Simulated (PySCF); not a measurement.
Successive ionisation energies of neon

Calculated with PySCF 2.14, two-component X2C-1e (Gaussian nucleus, no Breit or QED terms), each ion in its own even-tempered basis; GMP2 freezes the deep shells of the larger ions and drops the highest virtual spinors; eV.

```
   ion  configuration  GHF (screened spin-orbit)  GMP2 (screened spin-orbit)    NIST            kind
    Ne           [Ne]                     19.719                      21.486  21.565        measured
   Ne+   [He] 2s2 2p5                     39.249                      40.739  40.963        measured
Ne(2+)   [He] 2s2 2p4                     61.733                      63.129  63.423        measured
Ne(3+)   [He] 2s2 2p3                     96.883                      97.428  97.190  semi-empirical
Ne(4+)   [He] 2s2 2p2                     125.96                      126.49  126.25        measured
Ne(5+)   [He] 2s2 2p1                     158.12                      158.30  157.93        measured
Ne(6+)       [He] 2s2                     203.81                      205.91  207.27        measured
Ne(7+)       [He] 2s1                     238.98                      239.11  239.10  semi-empirical
Ne(8+)            1s2                     1194.9                      1196.0  1195.8     theoretical
Ne(9+)            1s1                     1362.4                      1362.4  1362.2     theoretical
```

Q: Where is the largest relative jump?

A: From Ne(7+) to Ne(8+): 239.11 to 1196.0 eV, where the electron removed from 1s2 comes from a deeper shell or subshell.
